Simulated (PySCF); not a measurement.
Bonds (- single, = double, # triple, : aromatic): C1=C2 1.325 Å, C2-C3 1.498 Å, C2-P4 1.834 Å. C1 carries H5, H6; C3 carries H7, H8, H9; P4 carries H10, H11. H5 is cis to C3; H6 is trans to C3.

- GIAO PBE0/pcSseg-1 shieldings
- GFN2-xTB structure
- program: PySCF 2.14
- rapidly exchanging positions averaged, no solvent, a single conformation, no relativistic terms

Shifts are taken against calculated references (same method and geometry level): TMS for $^{13}$C (186.93 ppm) and $^{1}$H (31.72 ppm); $^{31}$P (318.38 ppm) vs H3PO4.

```json
{"atoms": "C1", "nucleus": "$^{13}$C", "count": "1", "Hirshfeld charge": "-0.12", "δ (ppm)": "126.2"}
{"atoms": "C3", "nucleus": "$^{13}$C", "count": "1", "Hirshfeld charge": "-0.12", "δ (ppm)": "?"}
{"atoms": "C2", "nucleus": "$^{13}$C", "count": "1", "Hirshfeld charge": "-0.04", "δ (ppm)": "148.9"}
{"atoms": "H5", "nucleus": "$^{1}$H", "count": "1", "Hirshfeld charge": "0.04", "δ (ppm)": "5.63"}
{"atoms": "H7/H8/H9", "nucleus": "$^{1}$H", "count": "3", "Hirshfeld charge": "0.05", "δ (ppm)": "1.98"}
{"atoms": "H10/H11", "nucleus": "$^{1}$H", "count": "2", "Hirshfeld charge": "-0.01", "δ (ppm)": "?"}
{"atoms": "P4", "nucleus": "$^{31}$P", "count": "1", "Hirshfeld charge": "0.07", "δ (ppm)": "-143.2"}
{"atoms": "H6", "nucleus": "$^{1}$H", "count": "1", "Hirshfeld charge": "0.04", "δ (ppm)": "5.56"}
```

Complete the table.

## Answers


- C3: 27.6 ppm, allylic methyl carbon; aliphatic region, no heteroatom directly attached
- H10/H11: 3.48 ppm, hydrogen on a phosphorus bonded to C

Shifts are as computed. Against solution values, carbons near 30 ppm lie about +3 ppm off and those near 130 ppm about +5 ppm. Of 1211 compounds with measured shifts, 218 miss one by over three times the rms of a fit or turn the order of signals round; such compounds aren't used in these exercises. Experimental scales use liquid or dissolved standards, which lie at an offset from isolated H3PO4.
